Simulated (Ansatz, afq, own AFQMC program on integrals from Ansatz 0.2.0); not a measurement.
Integrals from Ansatz 0.2.0, then the random walk in our own AFQMC program (afq).

```yaml
crystal:
  periodic: [false, false, false]
  atoms:
    - {symbol: Ge, position_ang: [0.000000, 0.000000, 0.254906]}
    - {symbol: N, position_ang: [0.000000, 0.000000, -1.477093]}
    - {symbol: H, position_ang: [0.000000, 1.292510, 1.077857]}
    - {symbol: H, position_ang: [0.000000, -1.292509, 1.077857]}
basis:
  gaussian: {orbitals: cc-pVDZ}
total_charge: 1
magnetization: {spin_polarized: false}
correlation: {method: ccsd_t, electrons: outside_noble_gas, hamiltonian_folder: ham}
```

```sh
$ ansatz run in.yaml --threads 1 --pin off --events-out ev --progress --plain --max-ram 1843MiB
```

afq runs on the folder ham with

```
--method phaseless --trial cisd --walkers 70 --populations 1 --least-time 40 --time-step 0.005 --steps-per-block 50 --equilibration-blocks 28 --max-blocks 300 --target-error 0.00038 --factor-cut 1e-05 --seed 7896 --release-times 0.24,0.51,0.99,1.62,2.4 --release-step 0.03 --release-every 4 --taylor-order 6
```

Times are imaginary, in 1/Eh. The walk had a cap of 536 s. Filled inner d shells are frozen with the cores.

```
orbitals 36  electrons 5 5  factors 288 of 549
reference energy -2130.48115439 Eh
CCSD correlation -0.23799828 Eh in 19 cycles, weight of the determinant in the CISD state 0.8362
energy of the start -2130.719153 Eh
 block  time / (1/Eh)  mean weight  energy / Eh
     1     0.250  0.9996  -2130.715932
     2     0.500  1.0003  -2130.717902
     3     0.750  0.9994  -2130.720823
     4     1.000  0.9983  -2130.723551
     5     1.250  1.0002  -2130.724420
     8     2.000  1.0003  -2130.722765
    17     4.250  0.9978  -2130.732526
    41    10.250  1.0004  -2130.733446
    65    16.250  1.0002  -2130.720127
    89    22.250  1.0002  -2130.733695
   113    28.250  0.9997  -2130.730188
   137    34.250  1.0013  -2130.738730
   161    40.250  1.0002  -2130.728897
   185    46.250  1.0007  -2130.723666
   209    52.250  0.9998  -2130.731308
   233    58.250  1.0000  -2130.732369
   257    64.250  1.0018  -2130.723875
   281    70.250  1.0009  -2130.739089
   297    74.250  0.9995  -2130.751516
   305    76.250  1.0010  -2130.737477
   321    80.250  1.0000  -2130.721963
blocks merged  error / Eh  count
     1  0.000429  300
     2  0.000509  150
     4  0.000635  75
     8  0.000701  37
    16  0.000716  18
    32  0.000657  9
released: time / (1/Eh)  energy / Eh  error  mean overlap
  0.24  -2130.732435  0.000862  0.9976
  0.51  -2130.732717  0.000922  1.0045
  0.99  -2130.733752  0.000948  0.9718
  1.62  -2130.735042  0.001357  0.9544
  2.40  -2130.732810  0.001303  0.9819
energy -2130.731859 +/- 0.000716 Eh
(rows thinned)
```

(1) Estimate how long the walk took on 1 thread of Intel(R) Xeon(R) Platinum 8488C (Sapphire Rapids) (shared host).

The run passed its tests (sampling time, drift between the halves within three errors, error under three times the target), which doesn't prove that it has relaxed.

Against this walk (error 19.5 meV) on the same determinant: CCSD(T) 101.1 meV higher. The error is statistical and leaves out the bias of the constraint. None of these is a sure reference here. Released to 2.40 1/Eh the energy moves by -26 ± 40 meV (both errors), within twice the noise.

Cautions: constraint bias not in the error; error above the target (19.5 against 10.3 meV); no relativity below Rb; no spin-orbit coupling; inner d shell frozen; higher spins were not checked; restricted determinant unstable towards unrestricted (UHF 1.23 eV lower, ⟨S²⟩ 0.98); strong correlation (T1 0.042, weight of the determinant 0.84, largest double 0.11); the bias of populations of 70 walkers isn't removed.

Results:

(1) 3.3 min of wall time.

A walk keeps the symmetry of its determinant, which the program's search chose and which needn't be the lowest solution, so a lower state of the same spin and another symmetry isn't excluded.
